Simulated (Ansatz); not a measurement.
Results of PBE0 (Ansatz, a first-principles code, plane waves, PAW) for rock-salt MgS.

Settings: plane-wave cutoff 520 eV, 10×10×10 k mesh, finite displacements, scalar-relativistic PAW data made under PBE.

Computed at the level's own relaxed cell.

```cif
data_Mg4S4
_chemical_formula_sum 'Mg4 S4'
_space_group_name_H-M_alt 'Fm-3m'
_space_group_IT_number 225
_space_group_name_Hall '-F 4 2 3'
_cell_length_a 5.19432
_cell_length_b 5.19432
_cell_length_c 5.19432
_cell_angle_alpha 90.000
_cell_angle_beta 90.000
_cell_angle_gamma 90.000
loop_
_atom_site_label
_atom_site_type_symbol
_atom_site_symmetry_multiplicity
_atom_site_Wyckoff_symbol
_atom_site_fract_x
_atom_site_fract_y
_atom_site_fract_z
_atom_site_occupancy
Mg1 Mg 4 a 0.00000 0.00000 0.00000 1
S1 S 4 b 0.50000 0.50000 0.50000 1
```
(The calculation used a cell of 2 atoms; values per cell refer to that cell.)

Harmonic phonon frequencies (cm⁻¹; i marks an imaginary mode; at Γ without the LO shift):

| q point | frequencies |
|---|---|
| Γ | ? |
| X | 132 132 192 264 264 305 |
| L | ? |

Problem. Some entries are withheld; supply them.

Solution. 
- Γ, frequencies: 0 0 0 234 234 234
- L, frequencies: 178 178 200 200 304 368

Measured, for comparison: zone-centre TO phonon frequency 240 cm⁻¹ (temperature not stated, no zero-point or thermal correction; as tabulated in Chmeruk and Núñez-Valdez (2023), arXiv:2212.11645). Computed (rounded) less measured: zone-centre TO phonon frequency -2 %.

No imaginary mode appears at these points.
